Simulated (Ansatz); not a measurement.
# AlBS: the cost of one run

Computed with Ansatz 0.2.0, Gaussian basis. Level: def2-QZVPP, core rule «outside noble gas», up to 11 orbitals frozen.

Plan: UHF; ROHF; CCSD(T) on UHF.

2 further runs of the same task are left out: 2 set aside as unsound or not needed.

## Step 1: The system

The geometry is a PBE0/def2-TZVP stationary point (not a proven minimum) of the parent state, kept for this charge and spin.

3 atoms, charge 0, spin multiplicity 3.

Atoms are counted from 1 here; the program's logs count them from 0.

Bond lengths: Al1–B2 2.231 Å, B2–S3 1.617 Å. Angles: Al1–B2–S3 180.0°.

## Step 2: UHF

Contents of in.yaml:

```yaml
crystal:
  periodic: [false, false, false]
  atoms:
    - {symbol: Al, position_ang: [0.000000, 0.000000, 2.026204]}
    - {symbol: B, position_ang: [0.000000, 0.000000, -0.204465]}
    - {symbol: S, position_ang: [0.000000, 0.000000, -1.821740]}
basis:
  gaussian: {orbitals: "def2-QZVPP.json"}
magnetization: {spin_polarized: true, initial_magnetization: 2}
hamiltonian: {xc: hf}
output: {orbitals: {seedname: orbitals}}
```

Run with:

```bash
> ansatz run in.yaml --threads 1 --pin off --events-out ev --progress --plain --max-ram 2393MiB
```

What time and memory should one allow on 1 thread of Arm Neoverse V1, shared host?

About 44 s, with a peak of 0.52 GiB.
